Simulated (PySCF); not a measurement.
Structure problem from calculated spectra and properties.

Formula: COS.

| Quantity | Value |
| --- | --- |
| Rotational structure | rotational constant B (linear): 6.086 GHz [PBE0-D3(BJ)/def2-SVP] |
| Polarisability | 33.6 au [PBE0/def2-SVPD] |
| NMR, other nuclei | isotropic shieldings of nuclei other than C and H, by class: 71 (1 O), 765 (1 S) ppm [GIAO B3LYP/pcSseg-2] |
| UV, first state | lowest singlet excitation: 5.64 eV (220 nm, f = 0.000) [TDDFT PBE0/def2-SVPD] |
| Dipole | 0.72 D [PBE0/def2-SVPD] |
| 13C NMR | chemical shifts (computed TMS as zero) by class: 165.1 (1 C) ppm [GIAO B3LYP/pcSseg-2] |

Gas-phase values; electronic properties from PySCF, density fitting. Levels stand in brackets. Geometry: PBE0-D3(BJ)/def2-SVP; no solvent, vibrations or thermal averaging. NMR values are class means; diastereotopic atoms form classes of their own.

Q: Give a SMILES that accounts for the data.

A: Numbering: `[O:1]=[C:2]=[S:3]`. Its formula, COS, gives 2 degrees of unsaturation: 0 rings and 2 π bonds in the structure found. The one carbon: central carbon of cumulated double bonds [C2] (165.1 ppm). The other shieldings belong to: 71 ppm, oxygen bonded to C [O1]; 765 ppm, sulfur bonded to C [S3]. The optimised geometry has point group C∞v and is a linear rotor. Structure: `O=C=S`. The assignments are read from this structure; whether some other isomer fits the data as well wasn't checked.
